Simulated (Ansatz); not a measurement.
# HSCl (triplet): from Hartree-Fock to the top rungs at distance Cl1–H2 along a hydrogen transfer = 1.605 Å, cc-pVTZ

Aim: climb from Hartree-Fock through coupled cluster and multireference methods for HSCl (triplet) at one geometry and basis, and see what each rung misses.

The runs use Ansatz 0.2.0, Gaussian basis; cc-pVTZ, core rule «outside noble gas», up to 10 orbitals frozen.

Plan: UHF; CCSD(T) on ROHF; CCSD(T) on UHF; BCCD(T) on ROHF; CCSDT(Q) on ROHF; CCSDT(Q) on UHF; CASSCF and MRCISD+Q, 4 electrons in 4 orbitals; CASSCF and NEVPT2, 4 electrons in 4 orbitals; CASSCF and MRCISD+Q, 14 electrons in 9 orbitals; CASSCF and NEVPT2, 14 electrons in 9 orbitals.

## 1. The geometry

The geometry derives from fragments relaxed apart (PBE0/def2-TZVP) and kept rigid, so it is no stationary point. A hydrogen atom is moved between rigid fragments.

3 atoms, charge 0, spin multiplicity 3.

Atoms are counted from 1 here; the program's logs count them from 0.

Bond lengths: Cl1–H2 1.605 Å.

## 2. UHF

Contents of in.yaml:

```yaml
crystal:
  periodic: [false, false, false]
  atoms:
    - {symbol: Cl, position_ang: [0.000000, 0.000000, -1.675000]}
    - {symbol: H, position_ang: [0.000000, 0.000000, -0.070000]}
    - {symbol: S, position_ang: [0.000000, 0.000000, 1.745000]}
basis:
  gaussian: {orbitals: cc-pVTZ}
magnetization: {spin_polarized: true, initial_magnetization: 2}
hamiltonian: {xc: hf}
output: {orbitals: {seedname: orbitals}}
```

The run is started by

```sh
ansatz run in.yaml --threads 1 --pin off --events-out ev --progress --plain --max-ram 2816MiB --backend cpu
```

Further steps of the session: CCSD(T) on ROHF; CCSD(T) on UHF; BCCD(T) on ROHF; CCSDT(Q) on ROHF; CCSDT(Q) on UHF; CASSCF and MRCISD+Q, 4 electrons in 4 orbitals; CASSCF and NEVPT2, 4 electrons in 4 orbitals; CASSCF and MRCISD+Q, 14 electrons in 9 orbitals; CASSCF and NEVPT2, 14 electrons in 9 orbitals.

**Question.** What will the summary of the whole plan be? Wanted: UCCSDT(Q) below the RHF energy; RMP2 from UCCSDT(Q); UMP2 from UCCSDT(Q); RCCSD from UCCSDT(Q); RCCSD(T) from UCCSDT(Q); UCCSD(T) from UCCSDT(Q); RCCSDT(Q) from UCCSDT(Q); MRCISD+Q pair from UCCSDT(Q); NEVPT2 valence from UCCSDT(Q).

As calculated:

| quantity | value |
| --- | --- |
| UCCSDT(Q) below the RHF energy | -10.7304 eV |
| RMP2 from UCCSDT(Q) | +34.43 kcal/mol |
| UMP2 from UCCSDT(Q) | +35.29 kcal/mol |
| RCCSD from UCCSDT(Q) | +10.79 kcal/mol |
| RCCSD(T) from UCCSDT(Q) | +1.36 kcal/mol |
| UCCSD(T) from UCCSDT(Q) | +1.33 kcal/mol |
| RCCSDT(Q) from UCCSDT(Q) | +0.05 kcal/mol |
| MRCISD+Q pair from UCCSDT(Q) | +5.79 kcal/mol |
| NEVPT2 valence from UCCSDT(Q) | +52.55 kcal/mol |
| MRCISD+Q valence from UCCSDT(Q) | +5.49 kcal/mol |
| levels within 1 kcal/mol (43 meV) | RCCSDT, UCCSDT, RCCSDT(Q) |
| T1 diagnostic | 0.016 |
| effectively unpaired electrons | 2.01 |

What this shows: RCCSD(T) misses by +1.36 kcal/mol, 0.5 % of the correlation energy. One determinant dominates. Of the multireference levels listed MRCISD+Q valence comes nearest in total energy (+5.49 kcal/mol), which doesn't show that its space is the better one. These misses are within one basis, not against nature; the frozen cores of restricted and unrestricted runs differ, which can shift their rows.
